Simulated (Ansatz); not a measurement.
**HSi–NH2, HGe–NH₂: atomization energies**

Ansatz 0.2.0, basis cc-pVDZ; geometries are PBE0/def2-TZVP minima. Wave-function levels freeze the cores with the filled d shells of p-block atoms; HF, MP2 and coupled cluster are restricted for singlets and unrestricted otherwise, atoms included (their steps beyond CCSDT(Q) come from restricted open-shell runs), restricted open-shell where a d shell is frozen. MRCISD+Q stands on CASSCF in the full valence space, and MRCISD+Q is size-consistent only roughly. The reference is CCSDTQ (coupled cluster only where its series has nearly closed). An error is the level's value less the reference. None of these values is a measured one. Energies are electronic, without zero-point terms. No spin–orbit coupling and no scalar relativity. The set is small: it underbinds, by tens of kJ/mol for each bond, so near ties and functionals' places can change in larger sets. The species are chosen: bound, without strong static correlation by their natural occupations or amplitudes, in their lowest spin state as far as vertical gaps and like structures tell, and with a ladder that closes on the reference, so errors are smaller than for species at large; levels whose determinant breaks symmetry or spin markedly are left out.

```
         species                                                                            bonds (Å)     quantity  symmetry of the states  reference  value (kcal/mol)  error CCSD  error CCSD(T)  error CCSDT  error CCSDT(Q)  error MRCISD+Q
HSi–NH2, singlet        N–Si 1.707, Si–H 1.532, N–H 1.008, angles at N 112/122/126°, angles at Si 94°  atomization                      A'     CCSDTQ             325.0        -4.6           -0.5         -0.4             0.1            -3.5
HGe–NH2, singlet  N–Ge 1.816, Ge–H 1.602, N–H 1.007/1.008, angles at N 112/122/126°, angles at Ge 93°  atomization                      A'     CCSDTQ             308.3        -4.9           -0.6         -0.4             0.1            -3.0
```

The reference falls from Si to Ge, by 16.7 kcal/mol in all.
